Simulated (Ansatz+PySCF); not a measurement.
The numbers below are computed, except where a source is named.
```xyz
2

C     0.0000    0.0000   -0.9669
O     0.0000    0.0000    0.7252
```

RHF-CCSD on singlet CO was run in several spherical basis sets with Ansatz (development build ahead of 0.2.0). Frozen core: 2 orbitals. Caution: another spin multiplicity may lie lower. Caution for RHF-CCSD: an unrestricted determinant lies well below; large share of triples, a single reference is doubtful; the program doubts this total.

(1) Rank the basis sets by the total energy that they give, lowest first, with the distance from the lowest.
A. STO-3G
B. 6-31G
C. cc-pVDZ

Results:

(1) C (0.00 eV), B (3.27 eV), A (45.49 eV).

Totals follow the description of the cores as much as that of the bonds, so this order isn't one of quality for chemistry.
